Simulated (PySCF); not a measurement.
Species: C4H2F2.
Cartesian coordinates in Å at the PBE0-D3(BJ)/def2-SVP level; atoms count from 1:
```
atom  x, y, z in Å
C1     1.7131    1.0635    0.7108
C2     0.8904    0.3607    0.1637
C3    -0.0664   -0.4648   -0.4811
F4     0.3902   -1.2726   -1.4422
C5    -1.3760   -0.4945   -0.1969
F6    -1.8977    0.2737    0.7418
H7     2.4389    1.6869    1.2004
H8    -2.0823   -1.1444   -0.7189
```

The closed-shell ground state was solved at several levels (PySCF, density fitting, gas phase, non-relativistic).

| level | basis functions | total energy (Eh) | HOMO (eV) | LUMO (eV) | gap (eV) | dipole (D) |
| --- | --- | --- | --- | --- | --- | --- |
| B3LYP/pcJ-1 | 182 | -353.2052 | -6.99 | -1.32 | 5.67 | 0.39 |
| PBE0/pcSseg-1 | 112 | -352.7875 | -7.20 | -1.10 | 6.10 | 0.40 |
| CAM-B3LYP/pcSseg-2 | 244 | -353.2161 | -8.53 | -0.12 | 8.41 | 0.39 |

(1) Estimate the row for wB97X-D/def2-SVPD, a basis of 142 functions; the other rows only guide the guess.

(2) Over all these levels, which gives the widest orbital gap and which the narrowest?

(3) How far do the dipole and the HOMO energy spread over the levels?

## Answers

(1) Total energy -352.8326 Eh, HOMO -9.08 eV, LUMO 0.55 eV, gap 9.63 eV, dipole 0.41 D.

(2) wB97X-D/def2-SVPD (range-separated hybrid) has the widest, 9.63 eV, and B3LYP/pcJ-1 (global hybrid, 20 % exact exchange) the narrowest, 5.67 eV. Functional and basis both differ between the two, so the spread mixes both effects.

(3) The dipole runs from 0.39 to 0.41 D (mean 0.40 D) and the HOMO from -9.08 to -6.99 eV.

The pairwise dispersion term of wB97X-D wasn't added to the energies; at a given geometry it leaves orbitals and properties as they are.
